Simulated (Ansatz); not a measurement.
AsH$_{3}$, singlet: vertical spin and charge gaps

Geometry (PBE0/def2-TZVP stationary point for this spin, not checked as a minimum):

```xyz
4

As    0.0002    0.0000   -0.0329
H     1.2593    0.0140    0.8215
H    -0.6489    1.0868    0.8116
H    -0.6239   -1.1021    0.8106
```

Basis cc-pVDZ; Ansatz 0.2.0. Only valence electrons are correlated (noble-gas cores and the filled d shells of p-block atoms frozen). Prefix R: restricted or restricted open-shell reference; prefix U: unrestricted. Active spaces: valence = (8e, 7o) chosen from the atoms' valence shells. No spin–orbit coupling is included, and no scalar relativity.

Gaps are energies of the second state less the first, at fixed atoms, for a selection of the levels run; each method lands on the state that its own search finds for that charge and spin.

Removing an electron, to the doublet: 10.150 eV at UCCSDT(Q).

| level | gap (eV) | error (meV) |
| --- | --- | --- |
| UHF | 9.448 | -702 |
| UMP2 | 10.104 | -46 |
| CISD | 10.069 | -81 |
| UCCSD | 10.139 | -11 |
| UCCSD(T) | 10.152 | 2 |
| BCCD(T) | 10.156 | 6 |
| UCCSDT | 10.148 | -2 |
| CASSCF (valence space) | 9.389 | -761 |
| NEVPT2 (valence space) | 10.009 | -141 |
| MRCISD (valence space) | 10.099 | -51 |
| MRCISD+Q (valence space) | 10.159 | 9 |
| PBE | 10.358 | 208 |
| r2SCAN | 10.402 | 252 |
| PBE0 | 10.382 | 232 |
| B3LYP | 10.491 | 341 |
| wB97M-V | 10.365 | 215 |
| B2PLYP | 10.318 | 168 |
| RPA-PBE | 10.290 | 140 |

In so small a basis the reference is far from its limit while semilocal and hybrid functionals are nearer theirs (RPA and double hybrids share part of the reference's basis error), so the functionals' errors here hold much of the reference's basis and frozen-core error, which can add to them or hide them.

Full CI isn't at hand for all of this; UCCSDT(Q) serves as the reference, and is uncertain by the last step of the cluster series or more. The frozen core follows each run's orbitals, which can shift R against U totals by a few meV for light atoms and by up to 0.1 eV past Ca.
